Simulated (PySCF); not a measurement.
Which determinant of SiH lies lowest?

Unrestricted PBE0; Si pcseg-2, H pcseg-2; no relativity (PySCF 2.14). Outer shells of the fragments: Si 3s2 3p2; H 1s1.

Followed along the bond (rough minima from three points):

```json
{"2Ms+1": "2", "unpaired": "π ↑", "⟨S²⟩ at the start": "0.75", "R at minimum (Å)": "1.53", "Te (eV)": "0.00"}
{"2Ms+1": "4", "unpaired": "σ ↑, π ↑↑", "⟨S²⟩ at the start": "3.75", "R at minimum (Å)": "1.50", "Te (eV)": "1.55"}
```

Solutions found at the starting distance of 1.435 Å, counted from the lowest of them; the search is not exhaustive and high or unbound solutions are not listed, so other states can lie among these:

| 2Ms+1 | unpaired | term | E (eV) | ⟨S²⟩ | ⟨Lz²⟩ | μ (D) |
| --- | --- | --- | --- | --- | --- | --- |
| 2 | π ↑ | ²Π | 0.00 | 0.75 | 1.01 | 0.48 |
| 4 | σ ↑, π ↑↑ | ⁴Σ⁻ | 1.51 | 3.75 | 0.00 | -0.06 |
| 2 | σ ↑, π ↑↓ | mixed | 2.35 | 1.76 | 2.02 | 0.24 |
| 2 | σ ↓, π ↑↑ | mixed | 2.46 | 1.78 | 0.00 | 0.54 |
| 2 | σ ↑ | mixed | 3.32 | 0.76 | 2.00 | 0.23 |
| 4 | σ ↑↑, π ↑ | ⁴Π | 6.25 | 3.75 | 1.00 | 1.14 |
| 2 | π ↑ | ²Π | 6.99 | 0.79 | 1.01 | -0.27 |

A term symbol is given only where ⟨S²⟩ and ⟨Lz²⟩ are close to those of a pure state; real π, δ and φ orbitals otherwise mix terms. A positive dipole means Si(−)H(+).

Counting both spins, an empty level lies below a filled one in some of these solutions, because spin and occupation are held.
